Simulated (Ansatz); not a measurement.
Reactions of H3MgNS, SMILES `[NH2][Mg][SH]`.

Calculated with Ansatz (gas phase, PBE0-D4/def2-TZVP geometries, no zero-point term in ΔE). CCSD(T)/CBS adds triple-zeta CCSD(T) − MP2 to the extrapolated MP2 energy (def2 sets, frozen cores). This one scheme is used for every species, atoms too. DFT in def2-TZVPP. B3LYP here is the variant with VWN-RPA as its local correlation; programs differ in this. No spin–orbit coupling; open shells (•) take unrestricted orbitals. Spin–orbit coupling would lower the free atoms: a little for S. For Mg outer-core shells are correlated without core-valence functions, so the limit isn't a true one: a few kJ/mol of doubt a bond, and 10 to 20 or more in all where bonds break to atoms. Each species was taken in one conformer, which may not be the lowest.

```tsv
reaction	B3LYP-D4 (kcal/mol)	HF/CBS(def2) (kcal/mol)
`[NH2][Mg][SH]` → 3 H• + Mg (atom) + N• + S•	403.6	270.8
`[NH2][Mg][SH]` + H–F → `[NH2][Mg][F]` + H₂S	-12.1	-11.9
`[NH2][Mg][SH]` + H–F → `[F][Mg][SH]` + NH₃	-29.8	-31.8
`[NH2][Mg][SH]` + H₂O → `[OH][Mg][SH]` + NH₃	-15.0	-16.4
```

**Question.** Give the CCSD(T)/CBS values in the same order. (Best estimate.)

**Answer.** Computed: 408.5, -10.2, -28.2, -14.6 kcal/mol.

Largest T1 diagnostic: 0.011, for `[F][Mg][SH]`.
